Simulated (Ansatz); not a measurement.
## What each rung costs, and what it gives

Saddle point of CH8OSi, closed shell (SiH₄O ([OH][SiH3]) + CH₄ → CH₆Si ([CH3][SiH3]) + H₂O; bonds formed: Si1–C7, O2–H6; bonds broken: Si1–O2, H6–C7), PBE0-D4/def2-TZVP structure:

```
11
angstrom
Si -0.9675 0.1236 0.3145
O 0.4912 1.0366 1.0930
H -1.5319 -1.1506 -0.2364
H -1.6012 0.0654 1.6774
H -1.5355 1.2378 -0.4744
H 0.8968 0.3469 0.2378
C 0.7573 -0.4862 -0.9159
H 0.6858 0.7846 2.0023
H 0.8488 -1.5593 -0.7518
H 0.1914 -0.3112 -1.8324
H 1.7646 -0.0878 -1.1141
```

Barriers are electronic and count from the start structure reached by relaxing down the imaginary mode.

Computed with Ansatz 0.2.0 (basis: as named in each row); correlated methods freeze the cores. B3LYP uses VWN-RPA correlation. Extrapolation: Hartree–Fock as exp(−7.88 √X), correlation as X^−2.97.

Times are rough, for one single point on 4 threads of a shared host (Arm Neoverse V2).

The estimate by CCSD(T) at an estimated basis limit (MP2 extrapolated from triple and quadruple zeta, plus CCSD(T) − MP2 in triple zeta) is 3.065 eV.

```json
{"method": "HF", "basis": "STO-3G", "time (s)": "under 1", "barrier (eV)": "4.361", "method less estimate": "1.295"}
{"method": "PBE-D4", "basis": "STO-3G", "time (s)": "under 1", "barrier (eV)": "2.271", "method less estimate": "-0.795"}
{"method": "SPW92", "basis": "def2-SVP", "time (s)": "under 1", "barrier (eV)": "2.028", "method less estimate": "-1.038"}
{"method": "B3LYP-D4", "basis": "6-31G", "time (s)": "under 1", "barrier (eV)": "2.802", "method less estimate": "-0.263"}
{"method": "PBE-D4", "basis": "def2-SVP", "time (s)": "under 1", "barrier (eV)": "2.458", "method less estimate": "-0.607"}
{"method": "PBE0-D4", "basis": "def2-SVP", "time (s)": "under 1", "barrier (eV)": "2.692", "method less estimate": "-0.374"}
{"method": "SPW92", "basis": "def2-TZVPP", "time (s)": "under 1", "barrier (eV)": "2.177", "method less estimate": "-0.888"}
{"method": "PBE-D4", "basis": "def2-TZVPP", "time (s)": "1", "barrier (eV)": "2.594", "method less estimate": "-0.471"}
{"method": "BLYP-D4", "basis": "def2-TZVPP", "time (s)": "1", "barrier (eV)": "2.909", "method less estimate": "-0.156"}
{"method": "CCSD(T)", "basis": "def2-SVP", "time (s)": "2", "barrier (eV)": "3.156", "method less estimate": "0.090"}
{"method": "B3LYP-D4", "basis": "def2-TZVPP", "time (s)": "2", "barrier (eV)": "3.053", "method less estimate": "-0.013"}
{"method": "BHLYP-D4", "basis": "def2-TZVPP", "time (s)": "2", "barrier (eV)": "3.309", "method less estimate": "0.243"}
{"method": "PBE0-D4", "basis": "def2-TZVPP", "time (s)": "2", "barrier (eV)": "2.803", "method less estimate": "-0.262"}
{"method": "CAM-B3LYP-D4", "basis": "def2-TZVPP", "time (s)": "2", "barrier (eV)": "3.091", "method less estimate": "0.026"}
{"method": "wB97M-V", "basis": "def2-SVP", "time (s)": "2", "barrier (eV)": "2.812", "method less estimate": "-0.254"}
{"method": "r2SCAN-D4", "basis": "def2-TZVPP", "time (s)": "3", "barrier (eV)": "2.818", "method less estimate": "-0.247"}
{"method": "r2SCAN0-D4", "basis": "def2-TZVPP", "time (s)": "3", "barrier (eV)": "2.942", "method less estimate": "-0.123"}
{"method": "PBE-QIDH", "basis": "def2-TZVPP", "time (s)": "3", "barrier (eV)": "2.971", "method less estimate": "-0.094"}
{"method": "RPA on PBE", "basis": "def2-TZVPP", "time (s)": "3", "barrier (eV)": "3.082", "method less estimate": "0.017"}
{"method": "B2PLYP", "basis": "def2-TZVPP", "time (s)": "3", "barrier (eV)": "3.116", "method less estimate": "0.050"}
{"method": "wB97X-V", "basis": "def2-TZVPP", "time (s)": "5", "barrier (eV)": "3.030", "method less estimate": "-0.035"}
{"method": "B97M-V", "basis": "def2-TZVPP", "time (s)": "6", "barrier (eV)": "3.034", "method less estimate": "-0.031"}
{"method": "wB97M-V", "basis": "def2-TZVPP", "time (s)": "6", "barrier (eV)": "2.955", "method less estimate": "-0.111"}
{"method": "MP2", "basis": "def2-QZVPP", "time (s)": "14", "barrier (eV)": "3.005", "method less estimate": "-0.060"}
{"method": "CCSD(T)", "basis": "def2-TZVPP", "time (s)": "43", "barrier (eV)": "3.078", "method less estimate": "0.012"}
```

All methods are single points on the PBE0-D4 structures.

The T1 diagnostic stays at or below 0.012.

Labels in which every atom is bracketed show which atoms are joined, not bond orders.
